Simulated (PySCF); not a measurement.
## SMILES ClCCF, C$_{2}$H$_{4}$ClF

Geometry:
```csv
atom,x (Å),y (Å),z (Å)
F1,-1.586,-0.871,-0.166
C2,-0.719,0.204,-0.200
C3,0.654,-0.278,0.196
Cl4,1.782,1.093,0.161
H5,-0.712,0.611,-1.214
H6,-1.083,0.966,0.494
H7,1.020,-1.031,-0.501
H8,0.651,-0.686,1.205
```

Method: quadratic response CAM-B3LYP/aug-cc-pVTZ first hyperpolarisability, Taylor convention, gas phase in PySCF. Geometry: PBE0-D3(BJ)/def2-TZVP.

Problem. Give the tensor of the second harmonic β(−2ω;ω,ω) at 1064 nm in the axes of these coordinates.

Solution. In au, Taylor convention; rows are the first index (the induced dipole):
```tsv
	xx	yy	zz	xy	xz	yz
x	-52.3	-5.7	-11.1	-24.3	-1.9	-1.2
y	-24.7	-34.0	-22.2	-5.7	-1.2	-3.7
z	-1.8	-3.7	+7.3	-1.2	-10.9	-21.9
```
Norm of βᵢ = ⅓ Σⱼ (βᵢⱼⱼ + βⱼᵢⱼ + βⱼⱼᵢ): 105.9 au, hyper-Rayleigh value 39.9 au.
